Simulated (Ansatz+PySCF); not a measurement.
doublet SH: levels of theory in one basis

```yaml
atoms:
  - { symbol: S, position_ang: [0.0000, 0.0000, -0.0860] }
  - { symbol: H, position_ang: [0.0000, 0.0000, 1.3763] }
```

Basis set: def2-SVP (spherical functions). Left uncorrelated: 5 orbitals. Correlation on ROHF uses semicanonical orbitals with singles. Charge 0, multiplicity 2.

Computed with Ansatz (development build ahead of 0.2.0); each method stands on the lowest determinant of its kind that the runs found. NEVPT2 correlates all electrons. Active spaces start from the frontier orbitals, and the lowest solution found is given.

| method | E − E(ROHF) (eV) | <S²> of the determinant |
| --- | --- | --- |
| ROHF | 0.00 | 0.75 |
| UHF | -0.11 | 0.76 |
| ROHF-MP2 | -3.14 | – |
| UHF-MP2 | -3.13 | 0.76 |
| ROHF-CCSD | -3.72 | – |
| UHF-CCSD | -3.73 | 0.76 |
| ROHF-CCSD(T) | -3.79 | – |
| SC-NEVPT2(7,5) | -3.32 | – |

Question: What does CASSCF(7,5) give on the same scale?

Answer: -0.60 eV.

Question: Is a single determinant a sound starting point here?

Answer: By this sign, yes. Unrestricted orbitals gain 0.11 eV and <S²> is 0.76 against 0.75 for a pure state. The CASSCF(7,5) natural occupations are 2.00, 2.00, 1.96, 1.00, 0.04.
